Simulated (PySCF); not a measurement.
# How well do the runs reproduce experiment for FHO?

**The experiment to reproduce.**

NIST CCCBDB Release 22 (SRD 101), experimental dipoles lists, for the gas: dipole moment 2.23 D.

The results are set against them at the end.

Species: FHO.
Numbering: `[OH:1][F:2]` (hydrogens: H3 on O1)

Cartesian coordinates in Å at the GFN2-xTB level; atoms count from 1:
```
atom  x, y, z in Å
O1    -0.1922    0.4637   -0.0022
F2     1.0275   -0.1925   -0.0116
H3    -0.8238   -0.2737    0.0012
```

The PySCF runs (gas phase, on this GFN2-xTB geometry; no spin–orbit coupling):

| level | job | basis functions | wall time |
| --- | --- | --- | --- |
| wB97X-D/def2-SVPD | 8 singlets by full TDDFT, 3 Tamm–Dancoff triplets, polarisability | 54 | 2.2 s |

Hardware: x86-64 server, one thread, shared host.

## Comparison

**Dipole moment.** Measured: 2.23 D (NIST CCCBDB Release 22 (SRD 101), experimental dipoles).

```
            level  computed (D)  computed − measured (D)  % (from the printed values)
wB97X-D/def2-SVPD          1.96                    -0.27                          -12
```

The computed dipoles belong to one fixed geometry; measured ones are averaged over vibrations unless marked μe. Magnitudes are compared, not signs.

No measured geometry was used, and the causes of the misses weren't examined.
